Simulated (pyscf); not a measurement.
A first-order saddle from PySCF, ωB97X-D3(BJ)/def2-SVP:

```xyz
6

Ge    -0.0656     0.5600    -0.5152
F      0.9544    -0.4046     0.8894
H      0.2109     2.0556    -0.3214
H     -1.5462     0.2213    -0.3066
H      0.4505     0.0552    -1.8678
H      1.5751    -0.9877     1.7337
```
Charge 0, spin multiplicity 2.

Surface: doublet, charge 0. Lowest wavenumbers (cm⁻¹): 1923i, 192, 192, 428, 429.

Which two sides does it connect, and which bonds change?

F–GeH₃ (SMILES [F][GeH3]) + H• (SMILES [H]) ⇌ GeH₃• (SMILES [GeH3]) + HF (SMILES F), an atom transfer read from left to right: F–Ge broken and F–H formed. At CCSD(T)/def2-TZVPP + ΔMP2(QZVPP) it lies +27.6 kcal/mol from the left side and +39.2 kcal/mol from the right (each side as separated species at their lowest minima found). The same reactants have a lower exit, to F–GeH₂• + H₂ (barrier +3.5 kcal/mol at ωB97M-D3(BJ), against +24.3 kcal/mol here). One saddle was located; it need not be the lowest between these sides. The angle at the transferred F is 180°. The CCSD(T) − MP2 part came from Ansatz, without density fitting, on the same reference. The frozen core leaves the outer d or s,p core shells of the metals and heavy elements correlated in the MP2 and CC values, and def2-TZVPP describes them poorly, which can shift differences by a few kcal/mol. Elements up to Kr have no core potential and no relativistic terms here.
